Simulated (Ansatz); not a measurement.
C₂H₃ClO, SMILES `CC(=O)Cl`. The species carries charge 0 and has multiplicity 1.

```
atom    x (Å)    y (Å)    z (Å)
  C1  -0.6504  -0.1924  -0.1313
  C2   0.7103   0.1450   0.3755
  O3   1.1345  -0.0090   1.4647
 Cl4   1.7393   0.8640  -0.9057
  H5  -1.2394  -0.6282   0.6740
  H6  -0.5645  -0.8905  -0.9656
  H7  -1.1298   0.7112  -0.5116
```

Q: List the harmonic frequencies (cm⁻¹, unscaled) at PBE0-D4/def2-TZVP in Ansatz. (Estimate.)

A: The calculation gave: 136, 347, 451, 528, 622, 972, 1041, 1124, 1383, 1454, 1457, 1909, 3072, 3151, 3180.

Q: Is this a minimum?

A: Yes, all 15 modes are real.

Q: Give the ideal-gas thermochemistry at 298.15 K and 1 bar (rigid rotor, harmonic oscillator; point group Cs, symmetry number 1).

A: Zero-point energy 124.6 kJ/mol; H(298) − E = 139.1 kJ/mol; entropy 293.7 J/(mol·K), of which translation 163.3, rotation 104.8, vibration 25.6; G(298) − E = 51.6 kJ/mol.

Q: And at 400, 500, 600, 800 and 1000 K?

A: 
```csv
T (K),H − E (kJ/mol),S (J/mol/K),G − E (kJ/mol)
400,146.7,315.4,20.5
500,155.2,334.4,-12.0
600,164.7,351.7,-46.3
800,185.9,382.1,-119.8
1000,209.4,408.3,-198.9
```

Q: Rotational constants (cm⁻¹)?

A: 0.3417, 0.165, 0.1136.
